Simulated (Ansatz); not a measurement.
`N/C=C\F`. The species carries charge 0 and has multiplicity 1. Geometry: relaxed with PBE0-D4/def2-TZVP. It is one conformer, not always the lowest.

```xyz
8

N    -0.811   -0.580   -0.774
C    -0.178   -0.236    0.407
C     0.676    0.767    0.562
F     1.059    1.510   -0.501
H    -0.392   -0.185   -1.601
H    -1.006   -1.562   -0.880
H    -0.459   -0.798    1.289
H     1.112    1.084    1.497
```

(1) What is the dipole moment at B3LYP/def2-TZVPP? (Best estimate.)

(2) And with PBE, r2SCAN, ωB97M-V? (An estimate is asked.)

(3) Give the Mulliken charges with B3LYP, r2SCAN, PBE in def2-TZVPP. (Estimate.)

Results:

(1) The calculation gave: 2.01 D, with components (-0.30, -1.97, 0.25) D in this frame, pointing from negative to positive charge.

(2) Computed: PBE 1.91 D, r2SCAN 1.97 D, ωB97M-V 1.99 D.

(3) The calculation gave: 
```json
{"atom": "N1", "B3LYP": "-0.29", "r2SCAN": "-0.32", "PBE": "-0.28"}
{"atom": "C2", "B3LYP": "-0.03", "r2SCAN": "0.00", "PBE": "-0.05"}
{"atom": "C3", "B3LYP": "0.04", "r2SCAN": "0.05", "PBE": "0.02"}
{"atom": "F4", "B3LYP": "-0.24", "r2SCAN": "-0.23", "PBE": "-0.19"}
{"atom": "H5", "B3LYP": "0.15", "r2SCAN": "0.16", "PBE": "0.16"}
{"atom": "H6", "B3LYP": "0.15", "r2SCAN": "0.16", "PBE": "0.16"}
{"atom": "H7", "B3LYP": "0.10", "r2SCAN": "0.08", "PBE": "0.09"}
{"atom": "H8", "B3LYP": "0.10", "r2SCAN": "0.09", "PBE": "0.09"}
```

B3LYP here is the variant with VWN-RPA as its local correlation; programs differ in this.
